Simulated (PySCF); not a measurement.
## Bonding in `COCOCF`

Species: C3H7FO2.
Atom-mapped SMILES: `[CH3:1][O:2][CH2:3][O:4][CH2:5][F:6]` (hydrogens: H7, H8, H9 on C1; H10, H11 on C3; H12, H13 on C5)

Structure used (PBE0-D3(BJ)/def2-SVP), in Å, numbered top down from 1:
```
atom  x, y, z in Å
C1    -1.722   -0.492   -0.597
O2    -0.988   -0.439    0.598
C3     0.328   -0.831    0.473
O4     1.105    0.084   -0.263
C5     1.373    1.251    0.406
F6     2.332    1.056    1.364
H7    -1.304    0.177   -1.368
H8    -2.749   -0.177   -0.369
H9    -1.749   -1.520   -1.006
H10    0.422   -1.790   -0.068
H11    0.726   -0.934    1.495
H12    0.472    1.644    0.912
H13    1.755    1.972   -0.333
```

Bond orders from the PBE0/pcSseg-1 density (PySCF). The structure is a single PBE0-D3(BJ)/def2-SVP conformer in the gas phase; no vibrational or solvent corrections.

Question: How far do the computed orders between heavy atoms stray from the drawn ones?

Answer: The largest departure is 0.092, at C5–F6 (drawn single, 0.908) and C3–O4 (drawn single, 0.911).

Question: Give the Mayer order of every bond, beside its length.

Answer: 
```
  bond  drawn as  length (Å)  Mayer order
 C1–O2    single       1.403        0.918
 O2–C3    single       1.379        0.987
 C3–O4    single       1.408        0.911
 O4–C5    single       1.372        1.015
 C5–F6    single       1.369        0.908
 C1–H7    single       1.103        0.960
 C1–H8    single       1.098        0.973
 C1–H9    single       1.107        0.959
C3–H10    single       1.105        0.946
C3–H11    single       1.101        0.945
C5–H12    single       1.105        0.947
C5–H13    single       1.101        0.954
```

By pair of heavy elements: C–O: lowest C3–O4 (0.911, 1.408 Å), highest O4–C5 (1.015, 1.372 Å).

Question: Sum the orders of all bonds at each heavy atom with more than one neighbour and set the sums beside the valence in the SMILES.

Answer: C1 3.810 (drawn 4), O2 1.905 (drawn 2), C3 3.789 (drawn 4), O4 1.926 (drawn 2), C5 3.824 (drawn 4). Orders between atoms that aren't bonded are not in these sums.

Mayer orders depend on the basis set.

The run behind these numbers computed NMR shieldings as well. Hardware: one thread of an Arm Neoverse V1, shared host. Cost: 13 s of wall time.
